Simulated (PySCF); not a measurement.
## Stationary points of HNO

Level of theory: PBE0/[N def2-TZVP, O def2-TZVP, H def2-TZVP], no relativity, density fitting, PySCF.

Relaxations began from a few typed shapes. The search is not exhaustive: other isomers or separated fragments can lie lower, and high-lying points may rest on an excited occupation.

Order these stationary points by electronic energy, lowest first, in kJ/mol from the lowest minimum.
A. singlet Cs: N–H 1.063 Å, N–O 1.190 Å; H–N–O 108.9°
B. singlet C∞v: N–H 0.996 Å, N–O 1.203 Å; H–N–O 180.0°

A (0.0), B (279.8).

Which of them are minima?

By energy in kJ/mol, 0.0: minimum; 279.8: saddle point, 2 imaginary modes.

Counting electrons, nitrogen keeps 2 of its valence electrons outside its bonds, so the VSEPR class is AX2E1 and the expected shape is bent; with unlike ligands the computed point group is Cs.

The electron or spin density has lower symmetry than the nuclear frame for the singlet C∞v at 279.8 kJ/mol.
